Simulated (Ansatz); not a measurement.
Results of r²SCAN+rVV10 (Ansatz, an electronic-structure program, PAW) for rutile MnF2.

Numerical settings: plane-wave cutoff 560 eV, 8×8×10 k mesh (along the axes of the cell as run), Fermi–Dirac smearing 0.01 eV, spin-polarised with opposed moments, scalar-relativistic PAW data made under PBE.

The volume scan:

| V (Å³/atom) | E − E_lowest (meV/atom) | P (GPa) |
|---|---|---|
| 12.340 | 6.88 | 4.46 |
| 12.597 | 1.65 | 2.10 |
| 12.854 | 0.00 | -0.01 |
| 13.111 | 1.56 | -1.90 |
| 13.368 | 5.99 | -3.58 |

### Question
Estimate the bulk modulus from the pressures at 12.597 and 13.111 Å³/atom, and compare it with a fit to all energies.

### Answer
B = −V dP/dV. Between V = 12.597 and 13.111 Å³/atom, dP/dV = (-1.90 − (2.10))/(13.111 − 12.597) = -7.78 GPa per Å³/atom; at the midpoint 12.854 Å³/atom this gives B ≈ 100 GPa. The third-order Birch–Murnaghan fit gives V0 = 12.853 Å³/atom, B0 = 99.8 GPa, B′ = 4.6, which lies within 1 % of that estimate.

Shape and atoms are relaxed at each volume.

Note: without U or exact exchange, gaps and moments of open d shells tend to come out too small; the bulk modulus comes from volumes at which shape and atoms were relaxed.

Computed values are for the static lattice.

Computing time: about 40 core-minutes (a rough figure).
